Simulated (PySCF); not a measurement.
**Gas-phase XPS of `c1cc[p-]c1`, computed**

Compound: C4H4P (charge -1).
Atom-mapped SMILES: `[cH:1]1[cH:2][cH:3][p-:4][cH:5]1`

Structure used (GFN2-xTB), in Å, numbered top down from 1:
```
atom  x, y, z in Å
C1    -0.7389   -0.6487   -0.0488
C2     0.6563   -0.7350   -0.0478
C3     1.2609    0.5000    0.0356
P4     0.1132    1.8118    0.1153
C5    -1.1869    0.6512    0.0341
H6    -1.3985   -1.5099   -0.1074
H7     1.2053   -1.6708   -0.1063
H8     2.3320    0.6629    0.0517
H9    -2.2297    0.9445    0.0485
```

Theory: delta-SCF UKS SCAN, pcX-2 on the ionised atom, pcseg-1 elsewhere, spin-free X2C (PySCF). Each binding energy is the total energy of the core-ionised species, with the hole localised on one atom, minus that of the ground state; both are solved self-consistently, so orbital relaxation is included.

Q: Give the core binding energies atom by atom.

A: 
```
atom(s)               environment    level  binding energy (eV)  2p1/2 (eV)  above the level's lowest (eV)  count
     P4  phosphorus bonded to 2 C  P 2p3/2               129.31      130.20                           0.00      1
  C3/C5        aromatic CH carbon     C 1s               283.87           –                           0.00      2
  C1/C2        aromatic CH carbon     C 1s               284.21           –                          +0.34      2
     P4  phosphorus bonded to 2 C     P 1s              2142.81           –                           0.00      1
```

Lowest listed C 1s: C3/C5, bonded to C (aromatic in the SMILES), H and P (aromatic in the SMILES). Highest, 0.34 eV above it: C1/C2, bonded to 2 C (aromatic in the SMILES) and H. Summing the Pauling electronegativity differences to the bonded atoms, each weighted by its formal bond order, gives -0.89 for the lowest site and -0.35 for the highest.

Q: Which effective nuclear charge Zeff reproduces each element's mean 1s value in the hydrogen-like formula E = 13.606 eV × Zeff²?

A: C (Z = 6): mean 284.0 eV, Zeff = 4.57, Z − Zeff = 1.43; P (Z = 15): mean 2142.8 eV, Zeff = 12.55, Z − Zeff = 2.45. Means run over the listed sites, weighted by atom count.

The first atom of each set that the bonding makes equivalent was ionised and stands for the set. The 2p values add to the ΔSCF energy of one spin-free hole a correction within the shell (spin–orbit coupling, ligand field). 2p1/2 minus 2p3/2 (ligand field included): P 0.89 eV. The species carries charge -1, so core ionisation leaves a neutral species. The basis sets have no added diffuse functions. Isolated species at its GFN2-xTB geometry, gas phase.
